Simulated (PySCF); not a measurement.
Species: methoxymethyl fluoride, C2H5FO.
Bonds: C1–O2, O2–C3, C3–F4. Hydrogens: H5, H6, H7 on C1; H8, H9 on C3.

The same species was optimised twice, with GFN2-xTB and with PBE0-D3(BJ)/def2-SVP (PySCF), and the same property calculations (PySCF, gas phase) were run on both structures.

| coordinate | GFN2-xTB | PBE0-D3(BJ)/def2-SVP | change |
| --- | --- | --- | --- |
| C1–O2 (Å) | 1.418 | 1.405 | -0.013 |
| C1–H7 (Å) | 1.095 | 1.107 | +0.012 |
| C1–H5 (Å) | 1.087 | 1.098 | +0.011 |
| C1–H6 (Å) | 1.093 | 1.102 | +0.009 |
| C3–F4 (Å) | 1.380 | 1.371 | -0.009 |
| C3–H9 (Å) | 1.095 | 1.101 | +0.006 |
| C3–H8 (Å) | 1.104 | 1.110 | +0.006 |
| O2–C3 (Å) | 1.362 | 1.362 | 0.000 |
| F4–C3–H9 (°) | 106.8 | 108.5 | +1.7 |
| O2–C3–H8 (°) | 113.3 | 111.9 | -1.4 |
| F4–C3–H8 (°) | 105.3 | 106.7 | +1.4 |
| O2–C1–H5 (°) | 106.2 | 107.5 | +1.3 |
| H5–C1–H7 (°) | 109.9 | 108.8 | -1.1 |
| H8–C3–H9 (°) | 111.6 | 110.8 | -0.8 |
| H6–C1–H7 (°) | 109.4 | 108.6 | -0.8 |
| O2–C3–H9 (°) | 108.1 | 107.3 | -0.8 |
| C1–O2–C3–F4 (°) | 68 | 68 | 0 |

Rotational constants: A = 17967, B = 5628, C = 4817 MHz (GFN2-xTB) against A = 18072, B = 5659, C = 4843 MHz (PBE0-D3(BJ)/def2-SVP). Point groups within 0.08 Å: C1 and C1.

On the GFN2-xTB structure: lowest singlet, TDDFT (eV) 7.76 [B3LYP/def2-SVPD]; lowest triplet, Tamm–Dancoff (eV) 7.60 [B3LYP/def2-SVPD]; isotropic polarisability (au) 33.4 [B3LYP/def2-SVPD]; HOMO (eV) -8.30 [B3LYP/def2-SVPD]; LUMO (eV) 0.47 [B3LYP/def2-SVPD]; dipole (D) 1.74 [B3LYP/def2-SVPD]; HOMO (eV) -8.37 [PBE0/pcSseg-1]; LUMO (eV) 1.68 [PBE0/pcSseg-1]; dipole (D) 1.75 [PBE0/pcSseg-1]; GIAO shielding of C1 (ppm) 128.5 [PBE0/pcSseg-1]; GIAO shielding of O2 (ppm) 266.6 [PBE0/pcSseg-1]; GIAO shielding of C3 (ppm) 78.3 [PBE0/pcSseg-1]; GIAO shielding of F4 (ppm) 352.0 [PBE0/pcSseg-1].

**Question.** What do these properties become on the PBE0-D3(BJ)/def2-SVP structure?

**Answer.** 
```csv
property,level,on GFN2-xTB,on PBE0-D3(BJ)/def2-SVP,change
"lowest singlet, TDDFT (eV)",B3LYP/def2-SVPD,7.76,7.72,-0.04
"lowest triplet, Tamm–Dancoff (eV)",B3LYP/def2-SVPD,7.60,7.55,-0.05
isotropic polarisability (au),B3LYP/def2-SVPD,33.4,33.6,+0.2
HOMO (eV),B3LYP/def2-SVPD,-8.30,-8.26,+0.04
LUMO (eV),B3LYP/def2-SVPD,0.47,0.46,-0.01
dipole (D),B3LYP/def2-SVPD,1.74,1.66,-0.08
"energy, GFN2-xTB geometry as zero (kcal/mol)",B3LYP/def2-SVPD,0.0,0.2,+0.2
HOMO (eV),PBE0/pcSseg-1,-8.37,-8.33,+0.04
LUMO (eV),PBE0/pcSseg-1,1.68,1.66,-0.02
dipole (D),PBE0/pcSseg-1,1.75,1.67,-0.08
"energy, GFN2-xTB geometry as zero (kcal/mol)",PBE0/pcSseg-1,0.0,0.1,+0.1
GIAO shielding of C1 (ppm),PBE0/pcSseg-1,128.5,128.2,-0.3
GIAO shielding of O2 (ppm),PBE0/pcSseg-1,266.6,268.2,+1.6
GIAO shielding of C3 (ppm),PBE0/pcSseg-1,78.3,78.8,+0.5
GIAO shielding of F4 (ppm),PBE0/pcSseg-1,352.0,354.0,+2.0
```

The heavy atoms differ by 0.006 Å rms after alignment. Among all bonds C1–O2 and C1–H7 change most and about equally (-0.013 to +0.012 Å). Changes are differences of the printed values. Neither structure is proved a minimum here.

Shape of the structure used: `[CH3:1][O:2][CH2:3][F:4]`: C1–O2–C3–F4 68°.
